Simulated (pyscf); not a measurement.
## Routes from methane (CH₄) + H₃C–AlH–F

Candidate steps break at most two bonds and form at most two. Each was searched with GFN2-xTB (tblite) first. Optimised with ωB97X-D3(BJ)/def2-SVP in PySCF. Energies: ωB97M-D3(BJ)/def2-TZVP, kcal/mol, from the separated reactants, singlet surface; ΔG‡ with ideal gas, 1 atm, RRHO with modes under 100 cm⁻¹ raised to 100, one conformer, R ln 2 for chiral ones without a mode under 150 cm⁻¹.

| products | type | ΔE‡ | ΔE | ΔG‡ 298 K | ΔG‡ 900 K | ν‡ (cm⁻¹) |
|---|---|---|---|---|---|---|
| H₃C–Al(CH₃)–F + H₂ | four-centre exchange | 35.0 | +5.4 | 43.1 | 61.9 | 1434i |
| H₃C–F + H₃C–AlH₂ | four-centre exchange | 95.3 | +70.5 | 103.3 | 122.0 | 992i |

Row 1: On the reactant side the descent ends in a complex, 4.1 kcal/mol under the separated species and 37.8 kcal/mol under the saddle at ωB97X-D3(BJ)/def2-TZVP. Row 2: On the reactant side the descent ends in a complex (not fully relaxed), 4.0 kcal/mol under the separated species and 99.1 kcal/mol under the saddle at ωB97X-D3(BJ)/def2-TZVP. On the product side the descent ends in an adduct with a Al–F contact (not fully relaxed), 13.8 kcal/mol under the separated species and 39.4 kcal/mol under the saddle at ωB97X-D3(BJ)/def2-TZVP. 

Plain bond fissions and candidates not yet searched are not listed, and one of them may be faster. Each barrier is that of the saddle found; lower ones may exist.
